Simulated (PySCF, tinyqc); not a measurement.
A ladder of methods, and size consistency: correlation methods against full CI in the sto-3g basis, for BH, spin multiplicity 1. Computed by the program tinyqc with PySCF. 

Geometry (angstrom):
```
atom,x,y,z
B,0.0000,0.0000,0.0000
H,0.0000,0.0000,1.6510
```

RHF energy of one = -24.691172 hartree

All electrons correlated; +Q is the Davidson correction (1 - c0^2) E_corr. The last columns treat two copies 100 angstrom apart as one system. FCI is the lowest singlet.

Correlation energies (hartree):
```
method,E_corr of one,share of FCI (%),E_corr of two at 100 angstrom,two minus twice one (mhartree)
MP2,-0.04128,52.815,-0.08257,0.000
CISD,-0.07433,95.090,-0.13664,12.015
CISD+Q,-0.08144,104.195,-0.15706,5.831
CCSD,-0.07800,99.792,-0.15600,0.000
CCSD(T),-0.07807,99.873,-0.15613,0.000
FCI,-0.07816,100.000,-,-
```

MP2 recovers 53 %, CISD 95.1 % and CCSD 99.8 % of the FCI value (c0^2 = 0.904 in CISD). MP2 and coupled cluster are size consistent, so their last column vanishes; CISD loses 12.02 mhartree, since a double excitation on each copy is a quadruple of the pair, and the Davidson correction leaves +5.83. The restricted reference is unstable here: a spin-polarised solution lies 0.0052 hartree lower (PySCF), so results built on it describe a poor reference.
